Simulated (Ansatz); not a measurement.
# AlNH3 (quartet): the correlation ladder, cc-pVTZ

An exercise on one series of results from a longer session: the logs are not shown, and one member is left open.

Method: cc-pVTZ, core rule «outside noble gas», up to 6 orbitals frozen; program: Ansatz 0.2.0, Gaussian basis.

The runs, in order: UHF; CCSD(T) on ROHF; CCSD(T) on UHF; BCCD(T) on ROHF; CCSDT(Q) on ROHF; CCSDT(Q) on UHF.

9 further runs of the same task are left out: 4 for a known fault of the program, 5 set aside as unsound or not needed.

### The geometry

The geometry is a PBE0/def2-TZVP stationary point (not a proven minimum) of the parent state, kept for this charge and spin.

5 atoms, charge 0, spin multiplicity 4.

Atoms are counted from 1 here; the program's logs count them from 0.

Bond lengths: Al1–N2 1.744 Å, Al1–H3 1.581 Å, Al1–H4 1.581 Å, N2–H5 1.005 Å. Angles: N2–Al1–H3 117.1°, N2–Al1–H4 117.1°, H3–Al1–H4 125.8°, Al1–N2–H5 180.0°.

Set-up of the first run:

File in.yaml:

```yaml
crystal:
  periodic: [false, false, false]
  atoms:
    - {symbol: Al, position_ang: [0.000000, 0.000000, 0.585096]}
    - {symbol: N, position_ang: [0.000000, 0.000000, -1.159176]}
    - {symbol: H, position_ang: [0.000000, 1.407264, 1.304973]}
    - {symbol: H, position_ang: [0.000000, -1.407264, 1.304973]}
    - {symbol: H, position_ang: [0.000000, 0.000000, -2.164038]}
basis:
  gaussian: {orbitals: cc-pVTZ}
magnetization: {spin_polarized: true, initial_magnetization: 3}
hamiltonian: {xc: hf}
output: {orbitals: {seedname: orbitals}}
```

The run is started by

```console
$ ansatz run in.yaml --threads 1 --pin off --events-out ev --progress --plain --max-ram 2816MiB --backend cpu
```

Among the steps run: UHF; CCSD(T) on ROHF; CCSD(T) on UHF; BCCD(T) on ROHF; CCSDT(Q) on ROHF; CCSDT(Q) on UHF.

One of the session's tables, all rows but one given; the rest of the session is left out.

| method | from RCCSDT(Q) (meV) |
| --- | --- |
| ROHF | +7617.0 |
| UHF | +7294.7 |
| RMP2 | +1396.7 |
| UMP2 | +1427.3 |
| RCCSD | +300.5 |
| UCCSD | +298.1 |
| RCCSD(T) | ? |
| UCCSD(T) | +71.6 |
| BCCD(T) | +60.9 |
| RCCSDT | +9.5 |
| UCCSDT | +7.9 |
| RCCSDT(Q) | 0 |
| UCCSDT(Q) | -4.9 |

Q: Estimate the row for RCCSD(T) from the others.

As computed: from RCCSDT(Q) (meV): +66.7. In the column «from RCCSDT(Q) (meV)» it lies between BCCD(T) (+60.9) and UCCSD(T) (+71.6).

Limits of these values: Restricted and unrestricted rows rest on different reference determinants; where their highest levels disagree by more than a few hundredths of an eV, they describe different states and don't form one ladder.
